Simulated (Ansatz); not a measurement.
Species: C$_{2}$H$_{2}$Cl, charge 0, multiplicity 2. It need not be the lowest isomer of its formula. SMILES: C=[C]Cl
Geometry from a B3LYP-D3(BJ)/def2-TZVP (Ansatz, a quantum-chemistry and plane-wave program) optimisation:
```
C
C 1 1.3086
H 1 1.0829 2 120.27
H 1 1.0879 3 117.72 2 -180.00
Cl 2 1.6767 1 135.19 3 -180.00
```
Charge 0, spin multiplicity 2.

Parts of the frozen-core correlation energy in cc-pwCVTZ (Ansatz, hartree). Frozen orbitals: 7; correlated occupied orbitals by spin: 9 and 8; virtual: 157 and 158. UHF or UKS for open shells. No spin-orbit coupling. No relativistic terms.

| term | value |
|---|---|
| reference (HF) | -536.36112 |
| MP2 opposite-spin | [?] |
| MP2 same-spin | [?] |
| CCSD correlation | [?] |
| (T) | -0.02492 |
| T1 diagnostic | 0.037 |
| largest doubles amplitude | 0.094 |
| <S^2> of the reference | 0.957 |

Question: Fill in the missing entries.

Answer: 
- MP2 opposite-spin, value: -0.35667
- MP2 same-spin, value: -0.11757
- CCSD correlation, value: -0.51602
